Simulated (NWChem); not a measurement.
System: formic acid (CH2O2); SMILES O=CO

```xyz
5

O      0.1210    -1.1284     0.0000
C     -0.4005     0.1138     0.0000
O      0.2385     1.1352     0.0000
H      1.0931    -1.0242     0.0000
H     -1.4982     0.0469     0.0000
```
Atoms are numbered in this order, from 1.

All runs: NWChem. Pople sets run with spherical d functions. Coordinates come from a B3LYP/6-31G* (spherical d) optimisation. Atomic charges in e: unrestrained fits to the electrostatic potential beside Mulliken populations; buried atoms are poorly determined by the fit.

Question: Estimate the computed values for Hartree-Fock/6-31G*. Quantities: ESP O1; Mulliken O1; ESP C2; Mulliken C2; ESP O3; Mulliken O3; relative RMS misfit of the potential (%).

Answer: 
- ESP O1 = -0.65
- Mulliken O1 = -0.72
- ESP C2 = 0.73
- Mulliken C2 = 0.58
- ESP O3 = -0.59
- Mulliken O3 = -0.54
- relative RMS misfit of the potential (%) = 15
